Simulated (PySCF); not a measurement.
Species: C4H3FO.
Bonds: O1–C2 (double), C2–C3, C3–C4, C4–C5 (double), C5–F6, C2–C5. Hydrogens: H7, H8 on C3; H9 on C4.

The closed-shell ground state was solved at several levels (PySCF, density fitting, gas phase, non-relativistic). Geometry: GFN2-xTB; no solvent, vibrations or thermal averaging.

```
          level  basis functions  total energy (Eh)  HOMO (eV)  LUMO (eV)  gap (eV)  dipole (D)
  PBE0/pcSseg-1              117          -328.8403      -7.85      -1.82      6.03        3.44
B3LYP/def2-SVPD              150          -329.0022      -7.66      -2.17      5.49        3.73
```

(1) Estimate the row for B3LYP/pcJ-1, a basis of 192 functions; the other rows only guide the guess.

(2) Over all these levels, which gives the widest orbital gap and which the narrowest?

(3) How far do the dipole and the HOMO energy spread over the levels?

Results:

(1) Total energy -329.2341 Eh, HOMO -7.57 eV, LUMO -2.03 eV, gap 5.54 eV, dipole 3.46 D.

(2) PBE0/pcSseg-1 (global hybrid, 25 % exact exchange) has the widest, 6.03 eV, and B3LYP/def2-SVPD (global hybrid, 20 % exact exchange) the narrowest, 5.49 eV. Functional and basis both differ between the two, so the spread mixes both effects.

(3) The dipole runs from 3.44 to 3.73 D (mean 3.54 D) and the HOMO from -7.85 to -7.57 eV.
